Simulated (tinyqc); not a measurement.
Worked calculation: geometry optimisation on the UHF/sto-3g surface (energies and gradients from PySCF), for NH3+, spin multiplicity 2. Computed by tinyqc, a small Python program that keeps every step (integrals from PySCF). Settings: charge = 1, multiplicity = 2, basis = sto-3g, optimiser = bfgs, first Hessian = 0.6, largest step = 0.1, iteration cap = 30. Command: `OMP_NUM_THREADS=1 python tinyqc.py 23250 23251 out.jsonl` (the two numbers bound the seeds that draw the settings). One thread of a shared host (Intel(R) Xeon(R) Processor @ 2.60GHz), about 0.9 s of CPU time with the checks.

## Step 1: energy and gradient

positions at the start (bohr):
```
           x         y         z
1N  -0.00567   0.06425   0.46865
2H   1.86894   0.06236  -0.04535
3H  -0.95998   1.65729   0.03590
4H  -0.91652  -1.60249   0.05102
```

Self-consistent energy and analytic gradient at these positions.

energy = -55.1947299 hartree

gradient (hartree/bohr):
```
             x           y           z
1N  -0.0136719   0.0232538   0.0147865
2H  -0.0341996  -0.0023859  -0.0058823
3H   0.0295651  -0.0486847  -0.0012806
4H   0.0183064   0.0278168  -0.0076236
```

## Step 1: move

Quasi-Newton step p = -H^(-1) g (first H = 0.6 times the unit matrix); steps longer than 0.1 bohr are cut back (factor 0.740 here).

positions after step 1 (bohr):
```
           x         y         z
1N   0.01120   0.03556   0.45041
2H   1.91113   0.06530  -0.03810
3H  -0.99646   1.71736   0.03748
4H  -0.93910  -1.63681   0.06043
```

## Step 2: energy and gradient

As before.

energy = -55.1995498 hartree

gradient (hartree/bohr):
```
             x           y           z
1N   0.0120561  -0.0195976   0.0271056
2H  -0.0230159   0.0002330  -0.0068427
3H   0.0003155  -0.0000764  -0.0123272
4H   0.0106442   0.0194409  -0.0079357
```

## Step 2: move

inverse Hessian in use (bohr^2/hartree):
```
           1         2         3         4         5         6         7         8
1    1.55712   0.18229  -0.05960  -0.03815  -0.01082   0.00623   0.11984  -0.19930
2    0.18229   1.36348   0.10572   0.05482   0.01770  -0.01233  -0.19512   0.32464
3   -0.05960   0.10572   1.92371  -0.40417  -0.01937  -0.08335   0.25546  -0.41854
4   -0.03815   0.05482  -0.40417   2.16122   0.01410   0.11706  -0.21027   0.34133
5   -0.01082   0.01770  -0.01937   0.01410   1.66623   0.00466   0.00297  -0.00523
6    0.00623  -0.01233  -0.08335   0.11706   0.00466   1.69231  -0.06383   0.10426
7    0.11984  -0.19512   0.25546  -0.21027   0.00297  -0.06383   1.66062   0.01421
8   -0.19930   0.32464  -0.41854   0.34133  -0.00523   0.10426   0.01421   1.63626
9    0.04943  -0.08445  -0.07014   0.14573   0.00940   0.02626  -0.11785   0.19388
10   0.02786  -0.04199   0.20830  -0.24613  -0.00625  -0.05946   0.09648  -0.15624
11   0.02784  -0.03915   0.33219  -0.41025  -0.01203  -0.09659   0.17794  -0.28901
12   0.00394  -0.00894  -0.10355   0.14137   0.00531   0.03145  -0.07378   0.12040

           9        10        11        12
1    0.04943   0.02786   0.02784   0.00394
2   -0.08445  -0.04199  -0.03915  -0.00894
3   -0.07014   0.20830   0.33219  -0.10355
4    0.14573  -0.24613  -0.41025   0.14137
5    0.00940  -0.00625  -0.01203   0.00531
6    0.02626  -0.05946  -0.09659   0.03145
7   -0.11785   0.09648   0.17794  -0.07378
8    0.19388  -0.15624  -0.28901   0.12040
9    1.67689  -0.07731  -0.11883   0.03365
10  -0.07731   1.78846   0.20448  -0.07153
11  -0.11883   0.20448   2.00685  -0.11677
12   0.03365  -0.07153  -0.11677   1.70512
```

Quasi-Newton step p = -H^(-1) g (the inverse Hessian comes from BFGS updates; coordinates in the order x, y, z of each atom); steps longer than 0.1 bohr are cut back (factor 0.694 here).

positions after step 2 (bohr):
```
           x         y         z
1N   0.00102   0.05153   0.40204
2H   1.96432   0.06630  -0.02468
3H  -1.01347   1.74472   0.05643
4H  -0.96509  -1.68113   0.07643
```

## Convergence

Stop when the largest gradient component is below 3e-5 hartree/bohr. The inverse Hessian follows the BFGS update with s = step, y = change of gradient.

Course of the optimisation:
```
step  E (hartree)  largest gradient (hartree/bohr)
1     -55.1947299                         4.87e-02
2     -55.1995498                         2.71e-02
3     -55.2025063                         2.91e-02
4     -55.2046437                         2.04e-02
5     -55.2061379                         1.06e-02
6     -55.2068886                         4.02e-03
7     -55.2070067                         1.18e-03
8     -55.2070105                         1.67e-03
9     -55.2070126                         3.92e-04
10    -55.2070128                         9.80e-05
11    -55.2070129                         6.09e-05
12    -55.2070129                         2.11e-05
```

Final distances (angstrom):
```
pair   distance
2H-1N   1.05643
3H-1N   1.05641
3H-2H   1.82977
4H-1N   1.05640
4H-2H   1.82978
4H-3H   1.82974
```

Converged in 12 steps.
